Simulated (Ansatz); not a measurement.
# Be2+ (doublet): from Hartree-Fock to the top rungs, def2-QZVPP

One table from this session's results is given with a row withheld; the runs are named, their logs left out.

The runs use Ansatz 0.2.0, Gaussian basis; def2-QZVPP, core rule «outside noble gas», up to 2 orbitals frozen.

Plan: UHF; ROHF; CCSD(T) on UHF.

### The system

The geometry is a PBE0/def2-TZVP stationary point (not a proven minimum).

2 atoms, charge 1, spin multiplicity 2.

Atoms are counted from 1 here; the program's logs count them from 0.

No contacts short enough for the rule that draws bonds.

Set-up of the first run:

Input file in.yaml:

```yaml
crystal:
  periodic: [false, false, false]
  atoms:
    - {symbol: Be, position_ang: [0.000000, 0.000000, 0.000000]}
    - {symbol: Be, position_ang: [0.000000, 0.000000, 2.227000]}
basis:
  gaussian: {orbitals: "def2-QZVPP.json"}
total_charge: 1
magnetization: {spin_polarized: true, initial_magnetization: 1}
hamiltonian: {xc: hf}
output: {orbitals: {seedname: orbitals}}
```

Started as:

```bash
$ ansatz run in.yaml --threads 1 --pin off --events-out ev --progress --plain --max-ram 2393MiB
```

Among the steps run: UHF; ROHF; CCSD(T) on UHF.

One of the session's tables, all rows but one given; the rest of the session is left out.

It belongs to the step «Misses and costs». 

```
  method  from UCCSD(T) (kJ/mol)
    ROHF                  +157.0
     UHF                  +124.8
    UMP2                   +53.0
   UCCSD                       ?
UCCSD(T)                       0
```

Q: Estimate the row for UCCSD from the others.

As computed: from UCCSD(T) (kJ/mol): +2.6. In the column «from UCCSD(T) (kJ/mol)» it lies between UCCSD(T) (0) and UMP2 (+53.0).
